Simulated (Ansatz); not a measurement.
Geometry optimisation, Ansatz 0.2.0, RKS PBE0-D4/def2-mTZVP.

The input (input.yaml):

```yaml
crystal:
  periodic: [false, false, false]
  atoms:
    - { symbol: C, position_ang: [-0.8453, -1.3377, -0.6397] }
    - { symbol: S, position_ang: [0.8129, -1.1549, -0.0815] }
    - { symbol: C, position_ang: [0.6644, 0.2897, 0.8556] }
    - { symbol: C, position_ang: [0.8505, 1.5474, 0.3963] }
    - { symbol: Cl, position_ang: [0.9945, 1.9949, -1.2527] }
    - { symbol: H, position_ang: [-1.1714, -0.4162, -1.2671] }
    - { symbol: H, position_ang: [-0.9709, -2.1953, -1.2525] }
    - { symbol: H, position_ang: [-1.538, -1.3466, 0.1932] }
    - { symbol: H, position_ang: [0.5742, 0.1635, 1.9812] }
    - { symbol: H, position_ang: [0.7121, 2.4041, 1.0702] }
basis:
  gaussian: { orbitals: def2-mTZVP }
hamiltonian:
  xc: pbe0
  dispersion: d4
relax:
  f_tol: 0.015
  max_steps: 40
output:
  orbitals: {}
```

Launched with:

```bash
$ ansatz run input.yaml --threads 2 --pin off --max-ram 3072MiB --backend cpu --events-out ev --progress --plain --runs-dir out
```

Task: Where does it end, and by what steps?

Result: It converged. After 21 steps the energy has fallen by 0.325 eV; Cl5 moved furthest, 0.94 Å.

```json
{"step": "0", "energy less start (eV)": "0.0000", "largest force component (eV/Å)": "2.870", "accepted": "yes"}
{"step": "1", "energy less start (eV)": "-0.1035", "largest force component (eV/Å)": "1.434", "accepted": "yes"}
{"step": "2", "energy less start (eV)": "-0.2343", "largest force component (eV/Å)": "1.216", "accepted": "yes"}
{"step": "3", "energy less start (eV)": "-0.2144", "largest force component (eV/Å)": "1.838", "accepted": "no"}
{"step": "4", "energy less start (eV)": "-0.2809", "largest force component (eV/Å)": "0.326", "accepted": "yes"}
{"step": "5", "energy less start (eV)": "-0.2851", "largest force component (eV/Å)": "0.175", "accepted": "yes"}
{"step": "6", "energy less start (eV)": "-0.2920", "largest force component (eV/Å)": "0.236", "accepted": "yes"}
{"step": "7", "energy less start (eV)": "-0.2961", "largest force component (eV/Å)": "0.256", "accepted": "yes"}
{"step": "8", "energy less start (eV)": "-0.3081", "largest force component (eV/Å)": "0.117", "accepted": "yes"}
{"step": "9", "energy less start (eV)": "-0.2891", "largest force component (eV/Å)": "0.269", "accepted": "no"}
{"step": "10", "energy less start (eV)": "-0.3118", "largest force component (eV/Å)": "0.055", "accepted": "yes"}
{"step": "11", "energy less start (eV)": "-0.3143", "largest force component (eV/Å)": "0.129", "accepted": "yes"}
{"step": "12", "energy less start (eV)": "-0.3161", "largest force component (eV/Å)": "0.093", "accepted": "yes"}
{"step": "13", "energy less start (eV)": "-0.3186", "largest force component (eV/Å)": "0.091", "accepted": "yes"}
{"step": "14", "energy less start (eV)": "-0.3197", "largest force component (eV/Å)": "0.183", "accepted": "yes"}
{"step": "15", "energy less start (eV)": "-0.3216", "largest force component (eV/Å)": "0.082", "accepted": "yes"}
{"step": "16", "energy less start (eV)": "-0.3231", "largest force component (eV/Å)": "0.060", "accepted": "yes"}
{"step": "17", "energy less start (eV)": "-0.3241", "largest force component (eV/Å)": "0.048", "accepted": "yes"}
{"step": "18", "energy less start (eV)": "-0.3245", "largest force component (eV/Å)": "0.041", "accepted": "yes"}
{"step": "19", "energy less start (eV)": "-0.3247", "largest force component (eV/Å)": "0.025", "accepted": "yes"}
{"step": "20", "energy less start (eV)": "-0.3249", "largest force component (eV/Å)": "0.017", "accepted": "yes"}
{"step": "21", "energy less start (eV)": "-0.3249", "largest force component (eV/Å)": "0.007", "accepted": "yes"}
```

```xyz
10
Properties=species:S:1:pos:R:3
C -0.805 -1.216 -0.807
S 0.613 -1.348 0.318
C 0.825 0.254 0.993
C 0.623 1.478 0.519
Cl 0.076 1.890 -1.079
H -0.547 -0.745 -1.752
H -1.119 -2.245 -0.986
H -1.620 -0.674 -0.331
H 1.228 0.204 2.000
H 0.810 2.351 1.128
```

Whether the end is a true minimum wasn't checked by a vibrational analysis.

Run time: 75 s on 2 threads of Arm Neoverse V1 (shared host), peak memory 0.26 GiB.
